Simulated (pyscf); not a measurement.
# Four-centre exchange: `[PbH2]` [singlet] + `[OH2]` → `[OH][PbH]` [singlet] + `[H][H]`

Gas phase, singlet surface, charge 0. Bonds broken: Pb1–H2, O4–H5. Bonds formed: Pb1–O4, H2–H5. Structures and frequencies: ωB97X-D3(BJ)/def2-SVP in PySCF.

Transition state (Å):

```xyz
6

Pb     0.1932     1.6764     0.1126
H      0.7213     0.2196    -1.4984
H      1.6205     1.0123     1.0906
O     -0.8056    -0.3772     0.0896
H      0.0946    -0.2417    -0.9413
H     -0.4214    -0.9864     0.7342
```

One imaginary mode, 1164i cm⁻¹; descent along it reached the two sides named, in the forms told below.

| bond | change | reactant side (Å) | saddle | product side |
|---|---|---|---|---|
| Pb1–H2 | breaks | 1.859 | 2.235 | 3.1 |
| O4–H5 | breaks | 0.968 | 1.375 | 2.6 |
| Pb1–O4 | forms | 2.554 | 2.284 | 2.106 |
| H2–H5 | forms | 2.6 | 0.957 | 0.762 |

Electronic energies relative to the separated reactants (eV):

```tsv
level	barrier	reaction energy	reverse barrier
ωB97X-D3(BJ)/def2-TZVP	0.28	-0.46	0.74
PBE/def2-TZVP	0.07	-0.54	0.62
r²SCAN/def2-TZVP	0.11	-0.55	0.66
B3LYP-D3(BJ)/def2-TZVP	0.24	-0.50	0.74
PBE0-D3(BJ)/def2-TZVP	0.26	-0.37	0.63
M06-2X/def2-TZVP	0.29	-0.51	0.79
ωB97M-D3(BJ)/def2-TZVP	0.40	-0.36	0.77
HF/def2-TZVP	1.10	-0.10	1.20
```

With ωB97M-D3(BJ)/def2-TZVP energies and thermal terms (ideal gas, 1 atm, RRHO with modes under 100 cm⁻¹ raised to 100, one conformer, R ln 2 for chiral ones without a mode under 150 cm⁻¹), in eV:

```
T (K)   ΔH‡   ΔG‡     ΔH     ΔG
-----  ----  ----  -----  -----
298    0.35  0.77  -0.44  -0.37
600    0.35  1.19  -0.40  -0.32
900    0.38  1.60  -0.36  -0.29
1200   0.41  2.01  -0.34  -0.27
```

On the reactant side the descent ends in a bound adduct, 0.64 eV under the separated species and 0.92 eV under the saddle at ωB97X-D3(BJ)/def2-TZVP. At the saddle there is also a short H–Pb contact that neither side keeps. This is the saddle that the search found; another between the same sides may lie lower. Elements past Kr carry the def2 core potentials, without spin-orbit coupling.
